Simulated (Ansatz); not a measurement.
Process, species as SMILES: [O]Cl (O-Cl) → Cl atom + O atom
B3LYP-D3(BJ)/def2-TZVP geometries, fixed; electronic energies without zero-point terms.

Basis-set convergence of the atomisation energy at B3LYP with Ansatz (a first-principles code). Cartesian d functions, on some or all atoms, in 6-31G**; all else is spherical. The program fits the integrals of some runs and decomposes those of others, by size. Open shells are unrestricted. No added dispersion term, no relativity. Functions are those of the species that has most. Reference: the value in aug-cc-pV(5+d)Z, 66.66 kcal/mol, itself unsure by roughly 0.07 kcal/mol (its mean distance from pcseg-4, aug-pcseg-3, aug-cc-pV(Q+d)Z). Deviations are taken from unrounded values.

```csv
basis,functions,atomisation energy (kcal/mol),minus reference (kcal/mol)
STO-3G,14,45.72,-20.95
3-21G,22,33.29,-33.37
6-31G,22,28.21,-38.45
6-31G**,34,59.32,-7.34
cc-pV(D+d)Z,37,59.70,-6.96
aug-pcseg-1,50,59.30,-7.37
def2-SVPD,50,59.19,-7.47
"6-311++G(2d,2p)",62,61.96,-4.71
cc-pV(T+d)Z,69,65.38,-1.28
jun-cc-pV(T+d)Z,87,65.91,-0.75
def2-TZVPPD,91,65.91,-0.75
aug-pcseg-2,96,65.46,-1.20
def2-QZVPP,127,66.16,-0.50
aug-cc-pV(Q+d)Z,169,66.52,-0.14
aug-pcseg-3,174,66.68,0.02
cc-pV(5+d)Z,191,66.56,-0.11
pcseg-4,206,66.71,0.05
aug-cc-pV(5+d)Z,263,66.66,0.00
```

The smallest set listed that lies within 2 kcal/mol of the reference with all its larger relatives (same family, alike in diffuse functions; a set with none counts only in the reference's own line) is cc-pV(T+d)Z (69 functions, -1.28 kcal/mol off). Inside, with no larger relative to test it: def2-QZVPP, pcseg-4. (Relatives not listed, tested too: aug-cc-pV(T+d)Z -0.68, cc-pV(Q+d)Z -0.38, def2-QZVPPD -0.33 kcal/mol.)
